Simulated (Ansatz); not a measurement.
# Bulk modulus of 1T (CdI2-type) PtSe2 at several levels of theory

No measured value is used here.

### Question
Put these levels in order of the bulk modulus that they give for 1T (CdI2-type) PtSe2, smallest first: LDA (Ansatz, a first-principles code), PBE-D3(BJ) (Ansatz), PBEsol+SOC (Ansatz), PBEsol-D3(BJ) (Ansatz).

### Answer
PBEsol+SOC (44.1 GPa), PBE-D3(BJ) (59.2 GPa), LDA (64.5 GPa), PBEsol-D3(BJ) (82.7 GPa)

Unless a cell is named, each level is at its own relaxed cell (LDA 19.24, PBEsol+SOC 19.89, PBE-D3(BJ) 19.79, PBEsol-D3(BJ) 18.71 Å³/atom).

Density-functional levels without +SOC have no spin–orbit coupling. LDA: LDA has no dispersion term either, though it tends to give short spacings of layers, chains or molecules. PBEsol+SOC: the cell comes from a level without a dispersion term, which matters for the spacing of layers, chains or molecules. Each level is taken at its own relaxed cell. Ansatz's density-functional and Hartree–Fock values are scalar-relativistic unless marked +SOC, with PAW data made under PBE.
